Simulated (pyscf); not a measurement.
Structures and frequencies: ωB97X-D3(BJ)/def2-SVP in PySCF.

Q: For the elementary gas-phase step cyclic H₁₀Si₅ (SMILES [SiH2]1[SiH2][SiH2][SiH2][SiH2]1) → cyclic H₈Si₅ (SMILES [SiH]1=[SiH][SiH2][SiH2][SiH2]1) + H₂ (singlet surface; H–Si, H–Si broken, H–H formed), what barrier and reaction energy does ωB97M-D3(BJ)/def2-TZVP give, measured from the reactant's lowest minimum found?

A: ΔE‡ = 71.5 kcal/mol, ΔE = +45.7 kcal/mol. Zero-point energy shifts the barrier by -2.1 kcal/mol. It is an elimination, with an imaginary mode of 1097i cm⁻¹. At the saddle there is also a short H–Si contact that neither side keeps. One saddle was located; it need not be the lowest between these sides.
